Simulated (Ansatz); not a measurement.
## Ansatz (development build ahead of 0.2.0) run

```yaml
crystal:
  periodic: [false, false, false]
  atoms:
    - { symbol: C, position_ang: [0.0, 0.0, -1.297] }
    - { symbol: C, position_ang: [0.0, 0.0, 0.0] }
    - { symbol: C, position_ang: [0.0, 0.0, 1.297] }
basis:
  gaussian: { orbitals: def2-SVP }
hamiltonian:
  xc: hf
correlation:
  method: ccsd_t
  frozen_orbitals: { C: 1 }
scf:
  omitted_lower_state_checks: [starts, atomic_configurations, cluster_reference, orbital_swaps, given_window_search, neighbouring_geometries, increment]
```

The input is written out in the form of the current development build from the run's settings.

Results

```
Converged          : yes
Reference energy   : -113.25821 hartree
Correlation energy : -0.37433 hartree
Total energy       : -113.63255 hartree
Stability test     : minimum among restricted orbitals
```
